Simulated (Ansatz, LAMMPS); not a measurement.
α-quartz (SiO2): properties by level of theory

Reference values: lattice constant a 4.914 Å (measured, 298 K, no zero-point or thermal correction; as tabulated in Sutter and Yavaş (2016), arXiv:1612.07049); lattice parameter c 5.405 Å (measured, 298 K, not corrected to a static lattice; as tabulated in Sutter and Yavaş (2016), arXiv:1612.07049).

```csv
level (code),equilibrium lattice constant a (Å),c axis length (Å)
"ionic model bks1990 (rigid ions, LAMMPS)",4.919,5.431
"ionic model pedone2006 (rigid ions, LAMMPS)",4.924,5.433
LDA (Ansatz),___,___
PBE-D4 (Ansatz),4.916,5.424
Hartree–Fock (Ansatz),5.009,5.488
```

Question: What belongs in the gaps?

Answer: 
- LDA (Ansatz, an electronic-structure program), equilibrium lattice constant a (Å): 4.866
- LDA (Ansatz), c axis length (Å): 5.365

Differences from the reference values (errors of the level alone only where the reference is corrected to a static lattice):

```json
[
 {"level": "ionic model bks1990", "lattice constant a (%)": "+0.10", "lattice parameter c (%)": "+0.48"},
 {"level": "ionic model pedone2006", "lattice constant a (%)": "+0.20", "lattice parameter c (%)": "+0.52"},
 {"level": "LDA", "lattice constant a (%)": "-0.98", "lattice parameter c (%)": "-0.74"},
 {"level": "PBE-D4", "lattice constant a (%)": "+0.04", "lattice parameter c (%)": "+0.35"},
 {"level": "Hartree–Fock", "lattice constant a (%)": "+1.93", "lattice parameter c (%)": "+1.54"}
]
```

Nearest: lattice constant a, not ranked (reference at room or unstated temperature); lattice parameter c, not ranked (reference at room or unstated temperature). Empirical potentials aren't ranked on values they can be fitted to.

Empirical potentials (ionic model bks1990, ionic model pedone2006) are fitted to chosen data, which need not cover the solid at hand: agreement can be built in, and what lay outside the fit can be far off.

Ansatz's density-functional and Hartree–Fock values are scalar-relativistic unless marked +SOC, with PAW data made under PBE.

Differences are worked out from the printed values.

The computed numbers hold no vibrational or temperature effects.
